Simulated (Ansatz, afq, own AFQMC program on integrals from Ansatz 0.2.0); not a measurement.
AFQMC on a folder of integrals that Ansatz 0.2.0 wrote.

```yaml
crystal:
  periodic: [false, false, false]
  atoms:
    - {symbol: Al, position_ang: [-0.059867, 0.000147, -0.132768]}
    - {symbol: H, position_ang: [0.448722, 0.001802, 1.985772]}
    - {symbol: H, position_ang: [-0.317066, -0.008906, 1.956389]}
    - {symbol: H, position_ang: [0.733301, 1.383310, -0.188797]}
    - {symbol: H, position_ang: [0.737612, -1.380129, -0.199290]}
basis:
  gaussian: {orbitals: 6-31G}
magnetization: {spin_polarized: true, initial_magnetization: 1}
correlation: {method: ccsd_t, electrons: outside_noble_gas, hamiltonian_folder: ham}
```

```sh
$ ansatz run in.yaml --threads 1 --pin off --events-out ev --progress --plain --max-ram 16896MiB --backend cuda --devices 0, --max-vram 18GiB
```

afq runs on the folder ham with

```
--method free --trial cid --walkers 100 --time-step 0.05 --max-blocks 30 --target-error 0.00064 --factor-cut 0.0001 --seed 2457 --times 0,0.5,1,2 --taylor-order 1
```

Times are imaginary, in 1/Eh. The walk had a cap of 60 s.

```
orbitals 16  electrons 4 3  factors 87 of 266
reference energy -244.10713626 Eh
CCSD correlation -0.07049038 Eh in 11 cycles, weight of the determinant in the CISD state 0.9460
repeat  energy at the last time / Eh  error
    10  -244.181773  0.000135
    20  -244.181653  0.000094
    30  -244.181719  0.000071
time / (1/Eh)  energy / Eh  error  mean overlap
  0.00  -244.177609  0.000029  1.0548
  0.50  -244.180190  0.000039  4.5695
  1.00  -244.181284  0.000048  20.1426
  2.00  -244.181719  0.000071  428.0758
energy -244.181719 +/- 0.000071 Eh
```

The run failed at least one of its tests; the cautions name the faults.

Against this walk (error 1.9 meV) on the same determinant: CCSD(T) 93.7 meV higher, CCSDT(Q) 84.6 meV higher, CCSDTQ 84.5 meV higher, full CI 84.5 meV higher. The error is statistical, and a free projection of finite length keeps a remainder of its start. The walk lies below full CI of its own spin: with these settings it no longer samples the same Hamiltonian or state.

A setting was made bad on purpose (series of the exponential too short), so the walk's energy isn't to be trusted.

Cautions: remainder of the start not in the error; start not forgotten; the time-step error isn't removed.

CCSDT and higher add their correlation energy to the determinant of the CCSD(T) run, since their own runs factorise the integrals more tightly (a shift of under 2 meV).
